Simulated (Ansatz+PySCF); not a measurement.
Values are calculated unless marked as measured or tabulated.
This PySCF input gave a total energy of -79.61404 hartree.

```python
from pyscf import gto, dft

mol = gto.M(atom="""
C 0.000000 0.000000 -0.759560
C 0.000000 0.000000 1.519120
H 0.000000 -1.023960 -1.165110
H -0.886780 0.511980 -1.165110
H 0.886780 0.511980 -1.165110
H 0.000000 1.023960 1.924670
H -0.886780 -0.511980 1.924670
H 0.886780 -0.511980 1.924670
""", basis='cc-pvdz', charge=0, spin=0)
mf = dft.UKS(mol, xc='pbe0')
mf.kernel()
print(mf.converged, mf.e_tot, mf.spin_square()[0])
```

(1) Write an input for Ansatz with the same method and basis set.

Results:

(1)

```yaml
crystal:
  periodic: [false, false, false]
  atoms:
    - { symbol: C, position_ang: [0.0, 0.0, -0.75956] }
    - { symbol: C, position_ang: [0.0, 0.0, 1.51912] }
    - { symbol: H, position_ang: [0.0, -1.02396, -1.16511] }
    - { symbol: H, position_ang: [-0.88678, 0.51198, -1.16511] }
    - { symbol: H, position_ang: [0.88678, 0.51198, -1.16511] }
    - { symbol: H, position_ang: [0.0, 1.02396, 1.92467] }
    - { symbol: H, position_ang: [-0.88678, -0.51198, 1.92467] }
    - { symbol: H, position_ang: [0.88678, -0.51198, 1.92467] }
basis:
  gaussian: { orbitals: cc-pVDZ }
magnetization:
  spin_polarized: true
hamiltonian:
  xc: pbe0
scf:
  omitted_lower_state_checks: [stability, starts, atomic_configurations, cluster_reference, orbital_swaps, given_window_search, neighbouring_geometries, increment]
```

Ansatz (development build ahead of 0.2.0) gave -79.61404 hartree, 0.05 meV from the first.
